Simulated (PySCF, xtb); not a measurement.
O₂, SMILES O=O (connectivity only; charge and spin as stated), charge +1, multiplicity 2.

Harmonic wavenumbers (cm⁻¹) from GFN2-xTB run with xtb at its own minimum, in rising order: 1988.

Q: What does PBE0-D3(BJ)/def2-TZVPD in PySCF 2.14.0 give at its own minimum? (Estimate from the structure and the level; the computed values follow.)

A: 2129. Paired by order, the mean absolute difference is 141 cm⁻¹ and the zero-point energies are 2.8 and 3.0 kcal/mol.
